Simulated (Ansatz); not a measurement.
Ansatz (a program for electronic structure) input (CCSD(T)/aug-cc-pVDZ):

Ansatz 0.2 input:
```yaml
crystal:
  periodic: [false, false, false]
  atoms:
    - {symbol: C, position_ang: [0.01278651, 0.10878287, 0.77591448]}
    - {symbol: C, position_ang: [-0.01004020, 0.03731449, -0.57342092]}
    - {symbol: H, position_ang: [0.02491044, -0.93690889, 1.17613433]}
    - {symbol: H, position_ang: [-0.02531590, 0.94370798, -1.19774587]}
    - {symbol: H, position_ang: [-0.01607244, -0.88338326, -1.19334978]}
basis:
  gaussian:
    orbitals: aug-cc-pVDZ
total_charge: -1
magnetization: {spin_polarized: false}
correlation: {method: ccsd_t, electrons: outside_noble_gas}
output: {forces: true}
```

End of the output:

```
cycle  10  -8.75039902 eV  change    1.9e-5 eV  update   1.2e-4
cycle  11  -8.75038569 eV  change    1.3e-5 eV  update   5.4e-5
cycle  12  -8.75041241 eV  change   -2.7e-5 eV  update   2.5e-5
cycle  13  -8.75042181 eV  change   -9.4e-6 eV  update   1.3e-5
cycle  14  -8.75043160 eV  change   -9.8e-6 eV  update   6.4e-6
cycle  15  -8.75043379 eV  change   -2.2e-6 eV  update   3.0e-6
perturbative correction -0.38093173 eV, -0.0139989829 hartree
the calculation of the forces begins
Total energy: -2114.57627330 eV, -77.7092447324 hartree
Atom 0 at     0.012787     0.108783     0.775914 Å, force     0.024374     0.296048     1.504938 eV/Å
Atom 1 at    -0.010040     0.037314    -0.573421 Å, force    -0.024219     0.114745    -1.376012 eV/Å
Atom 2 at     0.024910    -0.936909     1.176134 Å, force     0.005034    -0.327453     0.197339 eV/Å
Atom 3 at    -0.025316     0.943708    -1.197746 Å, force    -0.004754     0.312473    -0.185451 eV/Å
Atom 4 at    -0.016072    -0.883383    -1.193350 Å, force    -0.000433    -0.395814    -0.140814 eV/Å
Dipole moment:    -0.009004    -0.399363    -0.640627 e Å
```

It need not be the lowest isomer of its formula. Whether it binds its extra electron was not tested at this geometry.
